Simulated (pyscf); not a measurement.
H₃C–GaH–CH₃ (SMILES [CH3][GaH][CH3]) + HF (SMILES F) → CH₄ (SMILES C) + H₃C–GaH–F (SMILES [CH3][GaH][F]) (four-centre exchange; singlet surface; C–Ga, F–H broken, C–H, F–Ga formed). Optimised with ωB97X-D3(BJ)/def2-SVP in PySCF. Energies in kcal/mol from the separated reactants.

| level | barrier | reaction energy |
|---|---|---|
| ωB97X-D3(BJ)/def2-TZVP | 2.9 | -30.9 |
| PBE/def2-TZVP | -0.7 | -31.5 |
| r²SCAN/def2-TZVP | -1.6 | -33.0 |
| PBE0-D3(BJ)/def2-TZVP | 1.3 | -29.9 |
| M06-2X/def2-TZVP | 1.3 | -32.8 |
| HF/def2-TZVP | 17.6 | -35.5 |

On the reactant side the descent ends in a complex, 6.4 kcal/mol under the separated species and 9.4 kcal/mol under the saddle at ωB97X-D3(BJ)/def2-TZVP. At PBE, r²SCAN the saddle lies under the separated reactants, which points to a path from their complex (located at ωB97X-D3(BJ) alone). This is the saddle that the search found; another between the same sides may lie lower. Elements up to Kr have no core potential and no relativistic terms here.
